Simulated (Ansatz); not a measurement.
Nudged elastic band run: CH9NSi

Input:

```yaml
crystal:
  periodic: [false, false, false]
  atoms:
    - { symbol: Si, position_ang: [0.410743, 0.044779, 0.190481] }
    - { symbol: C, position_ang: [0.514162, -0.05032, 2.07805] }
    - { symbol: H, position_ang: [-0.487884, 0.034537, 2.530792] }
    - { symbol: H, position_ang: [0.95454, -1.009386, 2.398589] }
    - { symbol: H, position_ang: [1.140583, 0.76424, 2.478637] }
    - { symbol: H, position_ang: [1.779749, -0.070499, -0.418337] }
    - { symbol: H, position_ang: [-0.182985, 1.349335, -0.259193] }
    - { symbol: H, position_ang: [-0.431501, -1.068335, -0.365059] }
    - { symbol: "N", position_ang: [-3.272581, 0.41696, 1.019999] }
    - { symbol: H, position_ang: [-2.976376, -0.248594, 0.295537] }
    - { symbol: H, position_ang: [-2.766328, 1.287178, 0.815264] }
    - { symbol: H, position_ang: [-2.876024, 0.063607, 1.89914] }
basis:
  gaussian: { orbitals: "6-31G*" }
hamiltonian:
  xc: pbe
neb:
  order_check: false
  images: 3
  f_tol: 0.03
  max_iterations: 60
  climbing: false
  final_atoms:
    - { symbol: Si, position_ang: [-0.74558262, 0.2736407, -1.14373756] }
    - { symbol: C, position_ang: [-0.00513437, -0.12564, 3.42049142] }
    - { symbol: H, position_ang: [-0.79473261, -0.21519717, 4.1822751] }
    - { symbol: H, position_ang: [0.60026873, -1.04453797, 3.40969691] }
    - { symbol: H, position_ang: [0.64000607, 0.73286209, 3.66033696] }
    - { symbol: H, position_ang: [0.67348404, 0.09177365, -0.65505359] }
    - { symbol: H, position_ang: [-0.77385308, 1.54010893, -1.94681719] }
    - { symbol: H, position_ang: [-1.0607449, -0.9032098, -2.01842051] }
    - { symbol: "N", position_ang: [-2.01453452, 0.38518369, 0.05644629] }
    - { symbol: H, position_ang: [-2.2268483, -0.45020087, 0.60426928] }
    - { symbol: H, position_ang: [-2.02607603, 1.20459538, 0.6659275] }
    - { symbol: H, position_ang: [-0.46015442, 0.02412336, 2.42848538] }
  initial_path:
    images:
      - { positions_ang: [[0.410743, 0.044779, 0.190481], [0.514162, -0.05032, 2.07805], [-0.487884, 0.034537, 2.530792], [0.95454, -1.009386, 2.398589], [1.140583, 0.76424, 2.478637], [1.779749, -0.070499, -0.418337], [-0.182985, 1.349335, -0.259193], [-0.431501, -1.068335, -0.365059], [-3.272581, 0.41696, 1.019999], [-2.976376, -0.248594, 0.295537], [-2.766328, 1.287178, 0.815264], [-2.876024, 0.063607, 1.89914]] }
      - { positions_ang: [[0.20488794, 0.02484699, 0.09464027], [0.25547475, -0.03896772, 2.14830503], [-0.74786842, -0.14607601, 2.55724645], [0.85372693, -0.88263001, 2.48889065], [0.69238014, 0.87383475, 2.54140203], [1.577954, -0.03989405, -0.45230253], [-0.42631844, 1.28157849, -0.36480293], [-0.56901719, -1.11838562, -0.4352105], [-2.62336525, 0.40402215, 0.845517], [-2.88626162, -0.16964059, 0.25096546], [-2.45253623, 1.17650959, 1.14350317], [-2.07295863, 0.14830404, 1.84574591]] }
      - { positions_ang: [[-0.00096712, 0.00491499, -0.00120046], [-0.00321249, -0.02761545, 2.21856005], [-1.00785284, -0.32668902, 2.58370089], [0.75291386, -0.75587401, 2.5791923], [0.24417729, 0.98342949, 2.60416706], [1.376159, -0.00928909, -0.48626805], [-0.66965187, 1.21382197, -0.47041287], [-0.70653337, -1.16843623, -0.505362], [-1.9741495, 0.39108429, 0.671035], [-2.79614724, -0.09068718, 0.20639391], [-2.13874446, 1.06584118, 1.47174235], [-1.26989326, 0.23300108, 1.79235182]] }
      - { positions_ang: [[-0.37327487, 0.13927784, -0.57246901], [-0.00417343, -0.07662773, 2.81952574], [-0.90129272, -0.2709431, 3.382988], [0.67659129, -0.90020599, 2.99444461], [0.44209168, 0.85814579, 3.13225201], [1.02482152, 0.04124228, -0.57066082], [-0.72175248, 1.37696545, -1.20861503], [-0.88363913, -1.03582302, -1.26189126], [-1.99434201, 0.38813399, 0.36374064], [-2.51149777, -0.27044402, 0.4053316], [-2.08241024, 1.13521828, 1.06883492], [-0.86502384, 0.12856222, 2.1104186]] }
      - { positions_ang: [[-0.74558262, 0.2736407, -1.14373756], [-0.00513437, -0.12564, 3.42049142], [-0.79473261, -0.21519717, 4.1822751], [0.60026873, -1.04453797, 3.40969691], [0.64000607, 0.73286209, 3.66033696], [0.67348404, 0.09177365, -0.65505359], [-0.77385308, 1.54010893, -1.94681719], [-1.0607449, -0.9032098, -2.01842051], [-2.01453452, 0.38518369, 0.05644629], [-2.2268483, -0.45020087, 0.60426928], [-2.02607603, 1.20459538, 0.6659275], [-0.46015442, 0.02412336, 2.42848538]] }
```

Launched with:

```bash
$ ansatz run input.yaml --threads 1 --pin off --max-ram 2048MiB --backend cpu --events-out ev --progress --plain --runs-dir out
```

Output, in part (warnings, iteration lines, the closing report on the highest movable image, with atoms numbered from 0):

```
NEB end point (image 0): max|allowed force component| = 9.948e-3 eV/Å (the criterion of neb.relax_end_points is 1.000e-2)
NEB end point (image 4): max|allowed force component| = 1.179e-2 eV/Å (the criterion of neb.relax_end_points is 1.000e-2)
NEB iter   1: max|band force component| = 1.355e1 eV/Å  barrier→ = 5.5480 eV  barrier← = 5.9793 eV  Δτ_max = 0.2000 Å  (127 SCF iters)
NEB iter   2: max|band force component| = 4.080e0 eV/Å  barrier→ = 4.0649 eV  barrier← = 4.4963 eV  Δτ_max = 0.2000 Å  (98 SCF iters)
NEB iter   3: max|band force component| = 2.057e0 eV/Å  barrier→ = 3.1631 eV  barrier← = 3.5944 eV  Δτ_max = 0.2000 Å  (90 SCF iters)
NEB iter   4: max|band force component| = 1.041e0 eV/Å  barrier→ = 2.7780 eV  barrier← = 3.2093 eV  Δτ_max = 0.1994 Å  (79 SCF iters)
NEB iter   5: max|band force component| = 7.344e-1 eV/Å  barrier→ = 2.5482 eV  barrier← = 2.9795 eV  Δτ_max = 0.1996 Å  (80 SCF iters)
NEB iter   6: max|band force component| = 6.679e-1 eV/Å  barrier→ = 2.4037 eV  barrier← = 2.8350 eV  Δτ_max = 0.1981 Å  (80 SCF iters)
NEB iter   7: max|band force component| = 1.385e0 eV/Å  barrier→ = 2.2010 eV  barrier← = 2.6323 eV  Δτ_max = 0.1014 Å  (79 SCF iters)
NEB iter   8: max|band force component| = 1.551e0 eV/Å  barrier→ = 1.9627 eV  barrier← = 2.3940 eV  Δτ_max = 0.0502 Å  (82 SCF iters)
NEB iter   9: max|band force component| = 1.534e0 eV/Å  barrier→ = 1.8036 eV  barrier← = 2.2349 eV  Δτ_max = 0.0499 Å  (82 SCF iters)
NEB iter  10: max|band force component| = 1.590e0 eV/Å  barrier→ = 1.6653 eV  barrier← = 2.0966 eV  Δτ_max = 0.1007 Å  (82 SCF iters)
NEB iter  11: max|band force component| = 1.233e0 eV/Å  barrier→ = 1.4346 eV  barrier← = 1.8659 eV  Δτ_max = 0.2000 Å  (83 SCF iters)
NEB iter  12: max|band force component| = 3.634e0 eV/Å  barrier→ = 1.0380 eV  barrier← = 1.4694 eV  Δτ_max = 0.0997 Å  (86 SCF iters)
NEB iter  13: max|band force component| = 1.612e0 eV/Å  barrier→ = 0.7637 eV  barrier← = 1.1950 eV  Δτ_max = 0.0510 Å  (84 SCF iters)
NEB iter  14: max|band force component| = 4.085e-1 eV/Å  barrier→ = 0.6722 eV  barrier← = 1.1035 eV  Δτ_max = 0.0895 Å  (76 SCF iters)
NEB iter  15: max|band force component| = 2.666e-1 eV/Å  barrier→ = 0.6424 eV  barrier← = 1.0737 eV  Δτ_max = 0.0959 Å  (80 SCF iters)
NEB iter  16: max|band force component| = 3.644e-1 eV/Å  barrier→ = 0.6337 eV  barrier← = 1.0650 eV  Δτ_max = 0.0481 Å  (79 SCF iters)
NEB iter  17: max|band force component| = 9.716e-2 eV/Å  barrier→ = 0.6464 eV  barrier← = 1.0777 eV  Δτ_max = 0.0959 Å  (81 SCF iters)
NEB iter  18: max|band force component| = 1.424e-1 eV/Å  barrier→ = 0.6480 eV  barrier← = 1.0793 eV  Δτ_max = 0.0481 Å  (78 SCF iters)
NEB iter  19: max|band force component| = 1.206e-1 eV/Å  barrier→ = 0.6513 eV  barrier← = 1.0827 eV  Δτ_max = 0.0480 Å  (82 SCF iters)
NEB iter  20: max|band force component| = 7.847e-2 eV/Å  barrier→ = 0.6480 eV  barrier← = 1.0793 eV  Δτ_max = 0.0481 Å  (82 SCF iters)
NEB iter  21: max|band force component| = 3.156e-2 eV/Å  barrier→ = 0.6468 eV  barrier← = 1.0782 eV  Δτ_max = 0.0740 Å  (78 SCF iters)
NEB iter  22: max|band force component| = 2.332e-2 eV/Å  barrier→ = 0.6385 eV  barrier← = 1.0698 eV  Δτ_max = 0.0000 Å  (159 SCF iters)
Total energy: -10542.00128921 eV, -387.4114017534 hartree
Atom 0 at    -0.472883     0.187254    -0.237620 Å, force    -0.443544     0.077718    -0.544672 eV/Å
Atom 1 at    -0.050811    -0.037210     2.569718 Å, force    -0.217897    -0.038730     0.513442 eV/Å
Atom 2 at    -0.375310     0.087233     3.600707 Å, force     0.238670    -0.041582     0.761823 eV/Å
Atom 3 at     0.517367    -0.973209     2.440456 Å, force    -0.182580    -0.004282     0.137075 eV/Å
Atom 4 at     0.625085     0.796776     2.306266 Å, force    -0.309670     0.015986     0.007562 eV/Å
Atom 5 at     0.914456    -0.182768     0.277503 Å, force    -0.593056    -0.031780     0.287190 eV/Å
Atom 6 at    -0.210521     1.586577    -0.685284 Å, force     0.004776     0.115181    -0.405615 eV/Å
Atom 7 at    -0.680221    -0.945861    -1.177844 Å, force    -0.053271     0.025581    -0.578748 eV/Å
Atom 8 at    -2.102149     0.289527     0.469836 Å, force     0.159445     0.038003    -0.379867 eV/Å
Atom 9 at    -2.820243    -0.405399     0.274694 Å, force     0.134570    -0.061655    -0.083016 eV/Å
Atom 10 at    -2.508331     1.161928     0.811476 Å, force     0.192133    -0.063521    -0.041617 eV/Å
Atom 11 at    -1.030342    -0.051345     2.013993 Å, force     1.070424    -0.030919     0.326445 eV/Å
Dipole moment:    -0.311542     0.047058     0.053008 e Å
```

It converged. No image climbed, so the highest image needn't sit at the top of the path. A band with more images between the same ends climbed to 2.02 eV, so this one has probably stepped over the top. So few images can step over the top or miss a turn of the path. The orbitals stay closed-shell, which can raise the energy where a bond breaks towards radicals; this wasn't checked here.

Final band (atoms are numbered from 1 in the order of the input):

| image | path coordinate (Å) | energy (kcal/mol) | Si1–C2 (Å) | N9–H12 (Å) | Si1–N9 (Å) |
| --- | --- | --- | --- | --- | --- |
| 0 | 0.00 | 0.0 | 1.89 | 1.03 | 3.79 |
| 1 | 1.75 | 11.6 | 1.98 | 1.03 | 2.28 |
| 2 | 3.50 | 14.7 | 2.85 | 1.91 | 1.78 |
| 3 | 5.25 | -9.5 | 3.92 | 2.76 | 1.75 |
| 4 | 7.00 | -9.9 | 4.64 | 2.86 | 1.75 |

Run time: 2.5 min on 1 thread of Arm Neoverse V1, on a shared host, peak memory 0.11 GiB.
